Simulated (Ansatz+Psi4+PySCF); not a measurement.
```xyz
2

Li    0.0000    0.0000   -1.4100
F     0.0000    0.0000    0.4700
```

Basis set: cc-pCVTZ on Li; cc-pVTZ on F (spherical functions). Correlated methods keep 1 orbital frozen. Charge 0, multiplicity 1.

Computed with Ansatz (development build ahead of 0.2.0); each method stands on the lowest determinant of its kind that the runs found. Restricted open shells among the atoms or ions are ROHF, correlated in semicanonical orbitals with singles.

**Question.** Give the atomization energy at this shape (free ground-state atoms in the same class of orbitals less the molecule, no zero-point energy) of singlet LiF by RHF-CCSD(T), RHF-CCSD, RHF-MP2.

**Answer.**

```json
{"method": "RHF-CCSD(T)", "atomization energy": "5.30 eV"}
{"method": "RHF-CCSD", "atomization energy": "5.18 eV"}
{"method": "RHF-MP2", "atomization energy": "5.59 eV"}
```

Caution: stretched shape with no unrestricted run beside it, a lower state can exist; the shape is not the minimum.
